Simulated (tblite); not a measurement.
Species: C₄H₉P.
Geometry (GFN2-xTB, Å), atoms numbered from 1 in this order:
```xyz
14
C4H9P angstrom
C      2.1241   -0.4398    0.0144
C      0.9686   -0.8349    0.5238
P     -0.4395    0.2264    0.9731
C     -0.2590    1.5754   -0.2836
C     -1.7440   -0.7692    0.1040
H      2.9302   -1.1328   -0.1698
H      2.3178    0.5877   -0.2450
H      0.8246   -1.8742    0.7985
H      0.5326    2.2553    0.0235
H     -1.1917    2.1356   -0.3234
H     -0.0326    1.1676   -1.2677
H     -1.4745   -0.9533   -0.9350
H     -1.8715   -1.7188    0.6200
H     -2.6858   -0.2254    0.1451
```

Method: GFN2-xTB as coded in tblite; computed harmonic values from a numerical Hessian at the method's own geometry, unscaled. Errors from tens to a few hundred cm⁻¹ against measured bands are possible. One conformer, not necessarily the lowest.

Harmonic wavenumbers (cm⁻¹): 83.1, 171.1, 198.0, 210.4, 238.3, 274.7, 376.9, 553.3, 666.7, 712.0, 740.9, 819.1, 858.4, 887.8, 902.2, 935.8, 1004.4, 1007.4, 1251.1, 1313.8, 1317.0, 1403.7, 1441.0, 1451.2, 1457.7, 1467.3, 1658.4, 2989.6, 2993.5, 3008.5, 3014.7, 3018.0, 3020.2, 3022.0, 3081.2, 3113.8.

A = 5500, B = 3102, C = 2404 MHz; mass 88.044 u (most abundant isotopes); point group C1, symmetry number 1.

Task: What is the zero-point energy?

Result: ½Σν̃ = 25332 cm⁻¹ = 303.03 kJ/mol.

Task: What is S at 400 K and 1 bar for an ideal gas of classical rigid rotors and harmonic oscillators?

Result: Translation 170.81, rotation 114.39, vibration 102.02: S = 387.2 J/(mol K).

Task: And Cp and H(400 K) − H(0)?

Result: Cp = 146.91 J/(mol K), of which vibrations give 113.65 (their classical limit is 36 R = 299.3); H(400 K) − H(0) = 35.88 kJ/mol without the zero-point energy, 22.58 from vibrations.

Task: Which modes carry the vibrational entropy at 400 K?

Result: 83.1 cm⁻¹: 18.39; 171.1 cm⁻¹: 12.48; 198.0 cm⁻¹: 11.31; 210.4 cm⁻¹: 10.83; 238.3 cm⁻¹: 9.85; 274.7 cm⁻¹: 8.74 J/(mol K); the other 30 give 30.43 together.

Task: Blend soft modes into free rotors: weight 1/[1 + (100 cm⁻¹/ν̃)⁴] for the oscillator and the rest for a rotor with moment μB/(μ + B), μ = h/(8π²ν), B = 10⁻⁴⁴ kg m². What vibrational entropy results?

Result: 98.76 J/(mol K) in place of 102.02, which changes −T·S at 400 K by +1.30 kJ/mol.

Task: How do the functions run with temperature in this model?

Result: 
```csv
T (K),S (J/(mol K)),Cp (J/(mol K)),H − H(0) (kJ/mol),G − H(0) (kJ/mol),ln q(vib)
150,283.0,76.7,7.88,-34.57,1.34
250,328.6,104.8,16.94,-65.22,2.96
298.15,348.3,118.9,22.32,-81.52,3.76
600,455.5,190.2,69.85,-203.44,8.86
900,541.4,233.5,133.88,-353.41,13.68
```

q(vib) and H(0) count from the zero-point level.

Hindered rotation and anharmonicity are outside this model. Other conformers, if any are populated, would add a mixing term that is left out. The structure is chiral; the term R ln 2 for an equal mix with its mirror image is left out.

Run on one thread, Arm Neoverse N1, no GPU, on a shared host. The figure is for the frequency step alone.
